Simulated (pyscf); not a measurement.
Single points on ωB97X-D3(BJ)/def2-SVP structures (PySCF, gas phase).

### Question
Estimate by transition-state theory the rate constant of `[O]=[MoH](=[O])[OH]` + `[ClH]` → `[O]=[Mo](=[O])([OH])[Cl]` + `[H][H]` (singlet surface; H–Mo, Cl–H broken, Cl–Mo, H–H formed) at 600 K, with ωB97M-D3(BJ)/def2-TZVP energies (ideal gas, 1 atm, RRHO with modes under 100 cm⁻¹ raised to 100, one conformer, R ln 2 for chiral ones without a mode under 150 cm⁻¹; no tunnelling).

### Answer
The electronic barrier is 13.9 kcal/mol and the thermal terms add +20.6, so ΔG‡ = 34.5 kcal/mol. With k_BT/h = 1.25e+13 s⁻¹ and RT = 1.192 kcal/mol, and a volume of 8.18e-20 cm³ per molecule at 1 atm, k = 2.7e-19 cm³ molecule⁻¹ s⁻¹. Wigner's tunnelling factor for 716i cm⁻¹ would be 1.12. A shift of 1 kcal/mol in the barrier changes k by a factor 2.3. On the reactant side the descent ends in a complex (not fully relaxed), 5.1 kcal/mol under the separated species and 14.6 kcal/mol under the saddle at ωB97X-D3(BJ)/def2-TZVP. At ωB97X-D3(BJ)/def2-TZVP the barrier from the zero used here is 9.5 kcal/mol. One saddle was located; it need not be the lowest between these sides. Elements past Kr carry the def2 core potentials, without spin-orbit coupling.
